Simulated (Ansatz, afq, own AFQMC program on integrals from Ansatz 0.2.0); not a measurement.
# Atomization energy of BNH₂, triplet

```yaml
atoms:
  - { symbol: B, position_ang: [0.0000, -0.1240, 0.7739] }
  - { symbol: N, position_ang: [0.0000, -0.0224, -0.5980] }
  - { symbol: H, position_ang: [0.0000, 0.9564, 1.3306] }
  - { symbol: H, position_ang: [0.0000, 0.6853, -1.3215] }
```

Connectivity, by distances: BH–NH.

Atoms in their ground-state spins without spin–orbit coupling (mostly on UHF) minus the molecule (UHF), without zero-point energy. The geometry is a stationary point, not shown to be a minimum.

Basis cc-pVDZ. Only valence electrons are correlated. Integrals, coupled cluster, full CI and functionals: Ansatz 0.2.0; the random walks run on the same integrals in our own AFQMC program. The CISD trial takes its coefficients from CCSD amplitudes. Released means that phaseless walkers are propagated on without the constraint, phases kept. Error bars are statistical, one sigma. The errors of all members are added in quadrature.

No full CI on the walks' own integrals is used here; CCSDT(Q) serves as the reference and is uncertain by about the last step of the cluster series. Each member takes its own surest rung, up to full CI.

The best estimate is CCSD(T) at the basis-set limit (CBS: def2-TZVPP and def2-QZVPP, with their diffuse functions for anions and beside diffuse sets, MP2 extrapolated, CCSD(T) minus MP2 from TZVPP) plus the step from CCSD(T) to CCSDT(Q) in cc-pVDZ. Rows without CBS are in cc-pVDZ; B2PLYP and the wave-function rows carry a basis error of their own. Core correlation and relativity beyond core potentials are missing, and ± holds the sampling alone.

Cautions: BNH₂ (triplet): lower spins were not checked.

```
level  atomization energy (kcal/mol)
 CCSD                          222.9
  MP2                          228.4
   HF                          172.3
```

**Question.** From these cheaper values, estimate the atomization energy at the level of the best estimate.

**Answer.** 254.4 kcal/mol (best estimate, highest rung CCSDT(Q)).

```json
{"level": "CCSD(T)", "atomization energy (kcal/mol)": "226.1", "error against the best estimate (kcal/mol)": "-28.3"}
{"level": "ph-AFQMC/CISD", "atomization energy (kcal/mol)": "226.9 ± 0.3", "error against the best estimate (kcal/mol)": "-27.5 ± 0.3"}
{"level": "released AFQMC", "atomization energy (kcal/mol)": "227.7 ± 0.4", "error against the best estimate (kcal/mol)": "-26.7 ± 0.4"}
{"level": "HF/CBS", "atomization energy (kcal/mol)": "180.5", "error against the best estimate (kcal/mol)": "-73.9"}
{"level": "MP2/CBS", "atomization energy (kcal/mol)": "255.8", "error against the best estimate (kcal/mol)": "1.4"}
{"level": "CCSD(T)/CBS", "atomization energy (kcal/mol)": "253.6", "error against the best estimate (kcal/mol)": "-0.8"}
{"level": "surest rungs in cc-pVDZ", "atomization energy (kcal/mol)": "227.0", "error against the best estimate (kcal/mol)": "-27.5"}
```

Correlation beyond CCSD(T) adds 0.8 kcal/mol. Going to the basis-set limit adds 27.5 kcal/mol at CCSD(T). The perturbative (T) step is worth +3.2 kcal/mol.

Best estimates are given only where the step beyond CCSD(T) is under 0.3 eV and no member's determinant is very poor (T1 over 0.05, or 0.07 for open shells, ⟨S²⟩ too high by 0.3, two states mixed), so the hardest cases are missing from such tables.

Each member of a difference takes its own highest rung, so a best estimate needn't equal the limit plus the step of one row. A walk keeps the symmetry of its determinant, which the program's search chose and which needn't be the lowest solution, so a lower state of the same spin and another symmetry isn't excluded. Released energies are given only where the last usable release times agree within the noise; a slower fall can still hide under it.
